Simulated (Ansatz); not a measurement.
Input for Ansatz (development build ahead of 0.2.0):

```yaml
crystal:
  periodic: [false, false, false]
  atoms:
    - { symbol: H, position_ang: [0.0, 0.32004, -1.26962] }
    - { symbol: P, position_ang: [0.0, -0.6527, -0.00499] }
    - { symbol: O, position_ang: [0.0, 0.33266, 1.27461] }
basis:
  gaussian: { orbitals: def2-SVP }
hamiltonian:
  xc: hf
correlation:
  method: mp2
  frozen_orbitals: { H: 0, O: 1, P: 5 }
```

The input is written out in the form of the current development build from the run's settings.

Results

```yaml
Converged: yes
Reference_energy: -415.93948 hartree
Correlation_energy: -0.32129 hartree
Total_energy: -416.26077 hartree
Spin_squared_of_the_determinant: 0.000
Stability_test: minimum among restricted orbitals
Occupied_orbitals_by_symmetry_in_an_Abelian_subgroup_alpha;_beta: 10 A' 2 A''; 10 A' 2 A''
```

Messages of the program:
```
mean field -11318.28996066 eV, -415.9394842417 hartree, gradient 3.0e-6 eV, S^2 0.000000; 0 other ends of a descent, 0 dependent functions left out; unlike orbitals of the two spins would lower it
```

Caution: an unrestricted determinant lies well below.
